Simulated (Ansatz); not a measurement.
Geometry optimisation, Ansatz 0.2.0, RKS PBE/6-31G*.

Input file:

```yaml
crystal:
  periodic: [false, false, false]
  atoms:
    - { symbol: C, position_ang: [-0.577, 1.2919, -0.2947] }
    - { symbol: C, position_ang: [0.1096, 0.2885, -0.0941] }
    - { symbol: C, position_ang: [0.8141, -0.7517, 0.1064] }
    - { symbol: O, position_ang: [0.3253, -1.9152, 0.481] }
    - { symbol: H, position_ang: [-1.0065, 1.5431, -1.3156] }
    - { symbol: H, position_ang: [-0.8509, 2.0439, 0.4963] }
    - { symbol: H, position_ang: [1.9493, -0.8004, 0.0428] }
    - { symbol: H, position_ang: [-0.6717, -1.7571, 0.522] }
basis:
  gaussian: { orbitals: "6-31G*" }
hamiltonian:
  xc: pbe
relax:
  f_tol: 0.02
  max_steps: 40
scf:
  lower_state_search: "off"
```

Run as:

```bash
$ ansatz run input.yaml --threads 1 --pin off --max-ram 2048MiB --backend cpu --events-out ev --progress --plain --runs-dir out
```

**Question.** Where does it end, and by what steps?

**Answer.** The run converged. After 6 steps the energy has fallen by 0.559 eV; H8 moved furthest, 0.20 Å.

| step | energy less start (eV) | largest force component (eV/Å) | accepted |
| --- | --- | --- | --- |
| 0 | 0.0000 | 6.018 | yes |
| 1 | -0.5066 | 1.129 | yes |
| 2 | -0.3270 | 1.247 | no |
| 3 | -0.5528 | 0.295 | yes |
| 4 | -0.5525 | 0.256 | no |
| 5 | -0.5584 | 0.071 | yes |
| 6 | -0.5586 | 0.019 | yes |

```xyz
8
Properties=species:S:1:pos:R:3
C -0.610 1.396 -0.330
C 0.100 0.311 -0.101
C 0.818 -0.774 0.129
O 0.348 -2.016 0.504
H -1.000 1.641 -1.328
H -0.846 2.118 0.465
H 1.909 -0.786 0.035
H -0.628 -1.948 0.571
```

Whether the end is a true minimum wasn't checked by a vibrational analysis.

Time of the run: 8.2 s on 1 thread of Arm Neoverse V1 (shared host), peak memory 0.098 GiB.
